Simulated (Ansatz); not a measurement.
HBAl⁺, triplet: reading a ladder of total energies

Geometry: that of the HBAl, doublet, kept fixed. The singlet lies 0.3 eV lower here.

```xyz
3

B     0.0000   -0.0920    0.3143
Al    0.0000   -0.0334   -1.8050
H     0.0000    0.1253    1.4907
```

Basis 6-31G; Ansatz 0.2.0. Correlated methods freeze the noble-gas cores, which leaves 6 electrons in 18 orbitals. Prefix R: restricted or restricted open-shell reference; prefix U: unrestricted.

Full CI is exact within this basis and frozen core; it isn't the basis-set limit. The frozen core follows each run's orbitals, which can shift R against U totals by a few meV.

UCCSD has a T1 diagnostic of 0.031 and a largest doubles amplitude of 0.09.

Runs differ by some tens of microhartree through their thresholds and, for an open shell, their frozen cores, so the step to full CI, which has another core, is uncertain by up to 0.1 kcal/mol.

| level | total energy (hartree) |
| --- | --- |
| UHF | -266.782871 |
| UMP2 | -266.830795 |
| UCCSD | -266.853281 |
| UCCSD(T) | -266.854921 |
| UCCSDT | -266.855741 |
| UCCSDT(Q) | -266.855820 |
| UCCSDTQ | -266.855840 |
| full CI | -266.855828 |

**Question.** What is the correlation energy at full CI, and what share of it do UMP2 and UCCSDT recover?

**Answer.** E(corr) = -266.855828 − (-266.782871) = -0.072957 hartree = -1.985 eV. UMP2: -0.047924 / -0.072957 = 65.69 %. UCCSDT: -0.072870 / -0.072957 = 99.88 %.

**Question.** By how many kcal/mol does UCCSD(T) miss full CI (1 hartree = 627.509 kcal/mol), and which steps make up the rest?

**Answer.** -266.854921 − (-266.855828) = 0.000907 hartree = 0.57 kcal/mol. Steps: UCCSDT − UCCSD(T) = -0.51, UCCSDT(Q) − UCCSDT = -0.05, UCCSDTQ − UCCSDT(Q) = -0.01, full CI − UCCSDTQ = 0.01 kcal/mol. That is within 1 kcal/mol of the reference in this basis, which itself misses far more of the correlation at the basis-set limit.
